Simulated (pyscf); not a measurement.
## Substitution at C: `[CH3][CH2][Br]` + `[CH3]` [doublet] -> `[CH3][CH2][CH3]` + `[Br]` [doublet]

Gas phase, doublet surface, charge 0. Bonds broken: C2–Br3. Bonds formed: C2–C9. Single points on ωB97X-D3(BJ)/def2-SVP structures (PySCF, gas phase).

Transition state (Å):

```xyz
12

C     -1.8722     0.1487    -0.4564
C     -0.5113    -0.3104     0.0359
Br    -0.2542    -2.2073    -1.1973
H     -1.8440     0.3125    -1.5427
H     -2.6257    -0.6260    -0.2574
H     -2.2014     1.0821     0.0248
H     -0.4273    -0.9273     0.9305
H      0.3994     0.0687    -0.4277
C     -0.0773     1.2154     1.4184
H     -0.9094     1.1248     2.1241
H     -0.0934     2.1083     0.7851
H      0.9054     0.9394     1.8147
```

One imaginary mode, 895i cm⁻¹; descent along it reached the two sides named.

```
bond    change  reactant side (Å)  saddle  product side
------  ------  -----------------  ------  ------------
C2–Br3  breaks              1.944   2.277           3.3
C2–C9    forms                3.5   2.104         1.529
```

Electronic energies relative to the separated reactants (eV):

```csv
level,barrier,reaction energy,reverse barrier
ωB97X-D3(BJ)/def2-TZVP,1.01,-0.84,1.84
PBE/def2-TZVP,0.68,-0.72,1.39
r²SCAN/def2-TZVP,0.79,-0.60,1.39
B3LYP-D3(BJ)/def2-TZVP,0.79,-0.79,1.57
PBE0-D3(BJ)/def2-TZVP,0.84,-0.77,1.62
M06-2X/def2-TZVP,0.94,-0.94,1.88
ωB97M-D3(BJ)/def2-TZVP,0.97,-0.94,1.91
HF/def2-TZVP,1.58,-0.89,2.47
```

With ωB97M-D3(BJ)/def2-TZVP energies and thermal terms (ideal gas, 1 atm, RRHO with modes under 100 cm⁻¹ raised to 100, one conformer, R ln 2 for chiral ones without a mode under 150 cm⁻¹), in eV:

```
T (K)   ΔH‡   ΔG‡     ΔH     ΔG
-----  ----  ----  -----  -----
298    1.04  1.46  -0.76  -0.63
600    1.05  1.87  -0.78  -0.48
900    1.07  2.28  -0.77  -0.33
1200   1.09  2.69  -0.75  -0.18
```

The same reactants have a lower exit, to •H₂C–CH₂–Br + CH₄ (barrier +0.61 eV at ωB97M-D3(BJ)/def2-TZVP, against +0.97 eV here). One saddle was located; it need not be the lowest between these sides. The angle at the attacked C is 159°. Left out: orbital degeneracy and the spin-orbit lowering of Br, which is large for Br, Se, Te and I. Elements up to Kr have no core potential and no relativistic terms here.
